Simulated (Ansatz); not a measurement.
Process, species as SMILES: NC1CCC1 + 5 [H][H] (H2) → 4 C (CH4) + N (NH3)

Wanted: energy of full hydrogenation (enthalpy at 298 K), in kcal/mol. Conventions: six Cartesian d functions in 6-31G* and its kin unless marked 5d; spin-orbit terms left out; dispersion terms only where a functional's name holds one; non-relativistic; frozen cores in correlated levels; 6-311+G** with 5d. CBS(X,Y): correlation extrapolated as X^-3; Hartree-Fock from the larger set. First-principles rows: single points at B3LYP-D3(BJ) geometries (Ansatz, a program for electronic structure), with unscaled harmonic terms from B3LYP/6-31G* at its own minima.

Measured values: Active Thermochemical Tables 1.112 (ions: stationary electron), as tabulated in the package chemicals; CRC Handbook, as tabulated in the package chemicals; they hold spin-orbit and core effects, anharmonicity and other conformers. 

Value to compare with, the measured value: -92.0 kcal/mol.

```csv
level,program,energy of full hydrogenation (enthalpy at 298 K) (kcal/mol),error
HF/3-21G,Ansatz,-117.6,-25.6
HF/6-31G*,Ansatz,-112.0,-20.0
B3LYP/6-31G,Ansatz,-103.5,-11.5
B3LYP/def2-SVP,Ansatz,-95.5,-3.5
MP2/STO-3G,Ansatz,-73.9,18.1
MP2/6-311+G**,Ansatz,-85.7,6.3
PBE/def2-TZVPD,Ansatz,-92.0,0.0
r2SCAN-D4/def2-TZVPD,Ansatz + dftd4,-92.7,-0.7
wB97M-V/def2-TZVPD,Ansatz,-91.5,0.5
"CCSD(T)/CBS(cc-pVTZ,cc-pVQZ)",Ansatz,-92.1,-0.1
```

Among the 6 habitual levels, HF/3-21G lies farthest from the measured value (-25.6 kcal/mol) and B3LYP/def2-SVP nearest (-3.5); 2 of 6 lie above it, and their mean absolute error is 14.2 kcal/mol, the median 14.8. One case shows no general order.

The levels are drawn from those run, B3LYP/6-31G* more often than the rest, none by its result; runs whose electronic state is in doubt are left out.
